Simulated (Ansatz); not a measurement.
# Diamond-structure Ge

Level of theory: PBE-D4 (Ansatz, a quantum-chemistry and plane-wave program, plane waves, PAW).

Settings: plane-wave cutoff 500 eV, 12×12×12 k mesh, Fermi–Dirac smearing 0.05 eV, scalar-relativistic PAW data made under PBE.

Cell (relaxed at this level):

```xyz
2
Lattice="0.0000 2.8479 2.8479 2.8479 0.0000 2.8479 2.8479 2.8479 0.0000" Properties=species:S:1:pos:R:3 pbc="T T T"
Ge     2.8479     2.8479     2.8479
Ge     4.2719     4.2719     4.2719
```

- band gap = zero (no gap)

Measured, for comparison: band gap 0.79 eV (measured zero-point renormalisation of 52 meV added back here; inputs from Miglio et al. (2020), arXiv:2011.12765).

Spin–orbit coupling is not included.

The computed numbers hold no vibrational or temperature effects.

Cost on a shared machine: about 12 core-seconds (a rough figure).
